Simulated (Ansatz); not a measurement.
# H6Si2: the cost of one run

Program: Ansatz 0.2.0, Gaussian basis. Level of theory: PBE0-D4/def2-TZVP structures, single points in def2-TZVPP, no counterpoise correction. These are calculated values, not measurements.

Levels: SPW92, PBE-D4, BLYP-D4, r2SCAN-D4, B97M-V, PBE0-D4, B3LYP-D4, r2SCAN0-D4, BHLYP-D4, CAM-B3LYP-D4, wB97X-V, wB97M-V, B2PLYP, PBE-QIDH, RPA on PBE, Hartree-Fock, MP2, CCSD, CCSD(T).

Correlated methods freeze the cores. B3LYP uses VWN-RPA correlation. B2PLYP carries no dispersion term here.

95 further runs of the same task are left out: 1 that didn't finish, 94 set aside as unsound or not needed.

## 1. The starting structure

The complex: 11 atoms, charge 0, spin multiplicity 1.

Atoms are counted from 1 here; the program's logs count them from 0.

Bond lengths: Si1–H2 1.487 Å, Si1–H3 1.491 Å, Si1–H4 1.487 Å, Si1–Si5 2.337 Å, Si5–H8 1.483 Å, Si5–H9 1.489 Å, Si5–H10 1.489 Å, H6–O7 0.960 Å, O7–H11 0.960 Å. Angles: H2–Si1–H3 107.3°, H2–Si1–H4 109.3°, H2–Si1–Si5 112.1°, H3–Si1–H4 107.4°, H3–Si1–Si5 108.5°, H4–Si1–Si5 112.0°, Si1–Si5–H8 112.6°, Si1–Si5–H9 109.1°, Si1–Si5–H10 109.1°, H8–Si5–H9 109.1°, H8–Si5–H10 109.1°, H9–Si5–H10 107.8°, H6–O7–H11 105.1°.

Coordinates:

```xyz
11

Si   -0.27923   -0.79413   -0.93076
H     0.65675   -0.01499   -1.78460
H    -0.40253   -2.15338   -1.53202
H    -1.62634   -0.16500   -0.97643
Si    0.50910   -1.01963    1.25786
H     0.33711    2.60230   -0.85573
O    -0.16476    2.32435   -0.08567
H     0.63272    0.28362    1.95499
H    -0.42307   -1.89398    2.02271
H     1.84063   -1.68627    1.23107
H    -1.08040    2.51691   -0.30142
```

Its parts: Si2H6 holds atoms 1, 2, 3, 4, 5, 8, 9, 10; H2O holds atoms 6, 7, 11. Each part counts its atoms afresh in its own runs.

## 2. Relaxing Si2H6 alone

relax-a/in.yaml

```yaml
crystal:
  periodic: [false, false, false]
  atoms:
    - {symbol: Si, position_ang: [-0.279226, -0.794127, -0.930764]}
    - {symbol: H, position_ang: [0.656753, -0.014985, -1.784596]}
    - {symbol: H, position_ang: [-0.402533, -2.153380, -1.532025]}
    - {symbol: H, position_ang: [-1.626338, -0.164997, -0.976427]}
    - {symbol: Si, position_ang: [0.509099, -1.019634, 1.257859]}
    - {symbol: H, position_ang: [0.632725, 0.283615, 1.954992]}
    - {symbol: H, position_ang: [-0.423071, -1.893979, 2.022706]}
    - {symbol: H, position_ang: [1.840632, -1.686271, 1.231072]}
basis:
  gaussian: {orbitals: def2-TZVP}
hamiltonian: {xc: pbe0, dispersion: d4}
relax: {f_tol: 0.005, max_steps: 200}
```

Command:

```bash
ansatz run in.yaml --threads 4 --pin off --events-out ev --progress --plain --max-ram 9574MiB
```

**Question.** How long does this run take on 4 threads of Intel Xeon at 2.50GHz, shared host?

About 13 s.
